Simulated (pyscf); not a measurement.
Thermochemistry of product channels of Cl–SiH•–Cl on the doublet surface, in eV, from CCSD(T)/def2-TZVPP + ΔMP2(QZVPP) energies (ideal gas, 1 atm, RRHO with modes under 100 cm⁻¹ raised to 100, one conformer, R ln 2 for rigid chiral ones). Structures and frequencies: ωB97X-D3(BJ)/def2-SVP in PySCF. MP2 and CC: frozen core, UHF for open shells. ΔMP2 is the change of the MP2 total energy from the triple- to the quadruple-zeta basis.

```json
[
 {"products": "Cl• + :HSi–Cl [singlet]", "ΔE": "(withheld)", "ΔH(298 K)": "+3.35", "ΔG(600 K)": "+2.64", "ΔG(900 K)": "+2.28"},
 {"products": "Cl–Si:–Cl [singlet] + H•", "ΔE": "+2.24", "ΔH(298 K)": "+2.07", "ΔG(600 K)": "+1.44", "ΔG(900 K)": "(withheld)"}
]
```

**Question.** What belongs in the gaps?

**Answer.** 
- Cl• + :HSi–Cl [singlet], ΔE: +3.40
- Cl–Si:–Cl [singlet] + H•, ΔG(900 K): +1.10

These are energies of the channels, which say nothing of barriers. The CCSD(T) − MP2 part came from Ansatz, without density fitting, on the same reference. Left out: orbital degeneracy and the spin-orbit lowering of Cl.
